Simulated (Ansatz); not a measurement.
Relaxing Br

All numbers below come from Ansatz, DFT r2SCAN, scalar-relativistic, plane waves, PAW. Cutoff 500 eV, Γ-centred k mesh, Gaussian smearing, no spin polarisation in the final step.

The start puts Br on the dhcp structure type (P6_3/mmc, No. 194), at a guessed volume.

```yaml
crystal:
  lattice:
    - [3.64772, 0.00000, 0.00000]
    - [-1.82386, 3.15901, 0.00000]
    - [0.00000, 0.00000, 11.76460]
  atoms:
    - { symbol: Br, position: [0.00000, 0.00000, 0.00000] }
    - { symbol: Br, position: [0.00000, 0.00000, 0.50000] }
    - { symbol: Br, position: [0.33333, 0.66667, 0.75000] }
    - { symbol: Br, position: [0.66667, 0.33333, 0.25000] }
```

Steps on the 6×6×2 mesh (4 atoms). 11 of 11 steps are shown, and the free energy counts from the last. Trial steps that were taken back and renewals of the plane-wave basis can be among the rows.

| step | ΔF (meV/atom) | V (Å³/atom) | P (GPa) |
| --- | --- | --- | --- |
| 1 | 309.3 | 33.89 | -4.15 |
| 2 | 220.8 | 30.15 | -3.13 |
| 3 | 174.6 | 26.73 | -0.58 |
| 4 | 163.6 | 25.83 | 0.56 |
| 5 | 107.2 | 25.67 | 0.83 |
| 6 | 49.7 | 25.75 | 1.39 |
| 7 | 8.0 | 26.50 | 1.49 |
| 8 | 8.7 | 29.28 | -1.57 |
| 9 | 1.1 | 27.59 | 0.19 |
| 10 | -0.2 | 27.96 | 0.06 |
| 11 | 0.0 | 27.96 | 0.05 |

A final relaxation ran on a 15×15×6 mesh. The relaxed crystal, P6_3/mmc (No. 194):

```
Br
1.0
     3.94554    0.00000    0.00000
    -1.97277    3.41694    0.00000
     0.00000    0.00000    8.38534
Br
4
Direct
  0.00000 0.00000 0.00000
  0.00000 0.00000 0.50000
  0.33333 0.66667 0.75000
  0.66667 0.33333 0.25000
```

For Br, the volume per atom is 28.26 Å³, the density is 4.69 g/cm³ and the energy over the standard structure is 0.54 eV/atom. The gap on the 15×15×6 mesh is 0 eV (a metal).

Energies count from the standard state of Br at the same level.

The final run used a 15×15×6 mesh on its 4-atom cell and 0.10 eV smearing. For metals, differences of a few meV/atom aren't resolved.

A structure relaxed within its symmetry needn't be a true minimum.